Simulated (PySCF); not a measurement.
Input file for PySCF: R-MP2/6-31G* on C2H8O2 (a complex).

```python
from pyscf import gto, scf, dft, mp
from pyscf.data.elements import chemcore

mol = gto.M(
    atom='''
    O    -1.55388496    0.32507418   -0.09767256
    H    -0.60965296    0.30127718   -0.30180756
    C    -2.06981496   -0.96293182   -0.36301156
    H    -3.12769496   -0.94790882   -0.11431556
    H    -1.97435996   -1.24431482   -1.41446256
    H    -1.59258596   -1.73791682    0.24223944
    O     1.51690804    0.21738818   -0.40081456
    H     1.98569804    0.83177318   -0.97048056
    C     2.02574204    0.37440718    0.92090344
    H     1.47217304   -0.31378882    1.55103444
    H     3.08473904    0.12396818    0.97762644
    H     1.87330304    1.38510118    1.29879544
    ''',
    basis='6-31g*',
    cart=True,
    charge=0, spin=0, verbose=3, max_memory=1800)
mf = scf.RHF(mol)
mf.conv_tol = 1e-8
mf.max_cycle = 100
mf.kernel()
if not mf.converged:
    mf = mf.newton().run(mf.mo_coeff, mf.mo_occ)
pt = mp.MP2(mf, frozen=chemcore(mol)).run()
```

Output:

```
converged SCF energy = -230.078117029335
E(RMP2) = -230.703205085709  E_corr = -0.625088056373426
E(SCS-RMP2) = -230.695326463762  E_corr = -0.617209434426702
```

The run converged.

Cost: very roughly 1.0 core-seconds.
